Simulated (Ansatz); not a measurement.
**Body-centred tetragonal In**

Method: LDA (PAW; Ansatz, a program for electronic structure).

Numerical settings: plane-wave cutoff 520 eV, 24×24×24 k mesh, Fermi–Dirac smearing 0.05 eV, scalar-relativistic PAW data made under PBE.

Cell: relaxed at this level.

```
Item                                               Result
------------------------------------------  -------------
equilibrium volume per atom                 24.60 Å³/atom
bulk modulus                                     49.8 GPa
lattice parameter a                               3.176 Å
lattice parameter c                               4.875 Å
band gap                                             none
pressure derivative B′ of the bulk modulus            5.2
```

Measured, for comparison: bulk modulus 44.7 GPa (copied from a table, unchecked, extrapolated to 0 K and zero-point effects removed; as tabulated in Lejaeghere et al. (2013), arXiv:1204.2733); lattice constant a 3.252 Å, lattice parameter c 4.947 Å (293 K, no zero-point or thermal correction; as tabulated in Wikipedia's data pages). Computed (rounded) less measured: bulk modulus not scored (unchecked), lattice constant a -2.3 %, lattice parameter c -1.5 %. A static lattice is as a rule a little smaller and stiffer than an uncorrected measurement, which narrows the difference in the lattice parameter c and would widen misses of the other sign.

Note: the bulk modulus comes from volumes at which shape and atoms were relaxed.

Spin–orbit coupling is not included.

It cost roughly 7 core-minutes of CPU time.
